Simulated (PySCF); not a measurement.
Gas-phase reaction: 2 H3SiPH2 + 2 SiH ⇌ P2 + 2 Si2H6

Computed with PySCF and rigid-rotor harmonic-oscillator thermochemistry at 1 bar. † marks an energy on the PBE0/def2-TZVP geometry and frequencies; other levels use their own. MP2 and CCSD(T) freeze the core. Open shells (unrestricted): SiH (multiplicity 2, electronic degeneracy 4); the rest are closed-shell singlets. Spin-orbit splitting is ignored; it lowers the true energy and changes the entropy of SiH. MP2 isn't extrapolated to the basis-set limit; its ΔH°(298 K) is -528.6 kJ in def2-SVP and -536.4 kJ in def2-TZVPP. CCSD(T) isn't extrapolated to the basis-set limit; its ΔH°(298 K) is -493.7 kJ in def2-SVP and -496.7 kJ in def2-TZVPP. The harmonic model lacks anharmonicity and excited electronic states, which grow with temperature; levels with a mode under 35 cm⁻¹ are left out. Internal rotation in H3SiPH2, Si2H6 is treated as a harmonic vibration of one conformer, which makes the entropy rough. Warning, large T1 diagnostic: SiH (CCSD(T)/def2-TZVPP†).

ΔH° and ΔS° at 298 K: CCSD(T)/def2-TZVPP† -497 kJ, -190 J/K; HF/def2-TZVP† -376 kJ, -190 J/K; MP2/def2-SVP† -529 kJ, -190 J/K; PBE/def2-SVP -501 kJ, -189 J/K; LDA/def2-TZVP† -542 kJ, -190 J/K.

Question: With the heat capacities included, give log10 K (1 bar) at 600, 1000, 1400, 1600, 2500 K from CCSD(T)/def2-TZVPP†, HF/def2-TZVP†, MP2/def2-SVP†, PBE/def2-SVP, LDA/def2-TZVP†.

Answer: 
```csv
T (K),CCSD(T)/def2-TZVPP†,HF/def2-TZVP†,MP2/def2-SVP†,PBE/def2-SVP,LDA/def2-TZVP†
600,33.3,22.8,36.0,33.7,37.2
1000,16.0,9.7,17.7,16.3,18.4
1400,8.7,4.2,9.9,8.9,10.4
1600,6.4,2.5,7.5,6.6,7.9
2500,0.7,-1.8,1.4,0.9,1.7
```
